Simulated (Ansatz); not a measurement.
## Structure relaxation of NiGe

Computed with DFT r2SCAN, scalar-relativistic, plane waves, PAW in Ansatz 0.2.0.

The start is a database structure of NiGe, space group Pnma (No. 62).

The final relaxation ran on this input, with the default PAW datasets:

```yaml
crystal:
  lattice:
    - [5.381, 0.0, 0.0]
    - [0.0, 3.428, 0.0]
    - [0.0, 0.0, 5.811]
  atoms:
    - { symbol: Ni, position: [0.995, 0.75, 0.19] }
    - { symbol: Ni, position: [0.005, 0.25, 0.81] }
    - { symbol: Ni, position: [0.505, 0.25, 0.69] }
    - { symbol: Ni, position: [0.495, 0.75, 0.31] }
    - { symbol: Ge, position: [0.812, 0.75, 0.583] }
    - { symbol: Ge, position: [0.188, 0.25, 0.417] }
    - { symbol: Ge, position: [0.688, 0.25, 0.083] }
    - { symbol: Ge, position: [0.312, 0.75, 0.917] }
basis:
  ecutwfc: 500
kpoints:
  mp_grid: { grid: [8, 12, 8] }
hamiltonian:
  xc: r2scan
scf:
  occupations: { method: gaussian, width: 0.1 }
output:
  forces: true
  stress: true
  eigenvalues: true
relax:
  adjacent_minimum: "off"
  f_tol: 0.01
  max_steps: 80
  cell: { stress_tol: 0.05 }
```

Launched as:

```bash
ansatz run input.yaml --threads 1 --pin off --max-ram 3072MiB --backend cpu --events-out ev --progress --plain --runs-dir out
```

Time: 18 min on 1 thread of Intel(R) Xeon(R) Platinum 8259CL CPU @ 2.50GHz (Skylake/Cascade Lake) (shared host), peak memory 1.5 GiB.

End of the output:

```
SCF converged after 8 iterations
Free energy (F): -40594.896359 eV
Harris-Foulkes:  -40594.896359 eV  (|F-HF|=0.00e0)
Internal energy: -40594.886085 eV  (E = F + TS)
E sigma→0 (E₀):  -40594.891222 eV
Entropy (-TS):   -0.010274 eV (-1.284 meV/atom)
Fermi energy:    15.545724 eV
--- Per-component energies (eV) ---
  E_band       = -1689.908540
  E_kinetic    = 1588.046695
  E_local      = -23400.754173  (includes V_loc(G=0)·N_el)
  E_nonlocal   = 4251.154305
  E_hartree    = 10067.049989
  E_xc         = -595.930726
  E_vxc        = -746.922623  (∫ρ·V_xc dr)
  E_paw        = -14724.985566  (= ΣΔE_a)
  E_vpaw       = -3566.387243  (= ΣTr[D̂ρ^β])
  E_aug_tail   = 0.001016  (compensation charges beyond the density's cutoff)
  E_vtau       = 50.853325  (kinetic-family band-sum trace: ∫τ·v_τ [+ j·A + Jᵃ·Aᵃ] dr)
  E_ewald      = -17773.924288
  E_core_change = -5.543337  (= ΣΔE_core)
  E_smearing   = -0.010274  (= −TS)
  E_closure    =  0.000000  (closes the sum)
  Σ components = -40594.896359   (vs F -40594.896359, Δ=0.00e0)
--- Forces (eV/Å), atoms counted from 1 ---
  atom   1  Ni     0.00024753     0.00000000     0.00047015
  atom   2  Ni    -0.00024753     0.00000000    -0.00047015
  atom   3  Ni    -0.00024753     0.00000000     0.00047015
  atom   4  Ni     0.00024753     0.00000000    -0.00047015
  atom   5  Ge     0.00051950     0.00000000     0.00025472
  atom   6  Ge    -0.00051950     0.00000000    -0.00025472
  atom   7  Ge    -0.00051950     0.00000000     0.00025472
  atom   8  Ge     0.00051950     0.00000000    -0.00025472
  max |Σ_I F_I| component: 6.94e-18 eV/Å
--- Stress (GPa, compression-positive) ---
       -0.021938       0.000000       0.000000
        0.000000       0.003060       0.000000
        0.000000       0.000000       0.006203
  P = ⅓ Tr σ = -0.0042 GPa (-0.042 kbar)
--- Relaxed structure (5 steps of the walk, 5 accepted, 1 SCFs on fresh bases) ---
  F+E_penalty+E_count = -40594.89635881 eV   max|allowed force component| = 5.195e-4 eV/Å   (the final SCF, on the basis selected at the relaxed cell)
  cell:  # Å, volume = 106.3306 Å³
    - [5.292796, 0.0, 0.0]
    - [0.0, 3.457802, 0.0]
    - [0.0, 0.0, 5.809956]
  atoms:
    - { symbol: Ni, position: [0.994922, 0.75, 0.192994] }
    - { symbol: Ni, position: [0.005078, 0.25, 0.807006] }
    - { symbol: Ni, position: [0.505078, 0.25, 0.692994] }
    - { symbol: Ni, position: [0.494922, 0.75, 0.307006] }
    - { symbol: Ge, position: [0.809404, 0.75, 0.586278] }
    - { symbol: Ge, position: [0.190596, 0.25, 0.413722] }
    - { symbol: Ge, position: [0.690596, 0.25, 0.086278] }
    - { symbol: Ge, position: [0.309404, 0.75, 0.913722] }
```

Total energies depend on the potentials used, so only differences within one code and one set of settings carry meaning.

The result has space group Pnma (No. 62). Ni has 6 Ge at 2.32–2.49 Å and 4 Ni at 2.73–2.83 Å; Ge is coordinated by 6 Ni at 2.32–2.49 Å and 2 Ge at 2.84 Å (next Ge at 3.26 Å).

Against the elements it lies at -0.26 eV/atom. The zero of energy is the elements' standard structures at the same level; no fitted shifts are applied.

For metals, differences of a few meV/atom aren't resolved.

Symmetry constrained the relaxation, so the result can be a saddle point.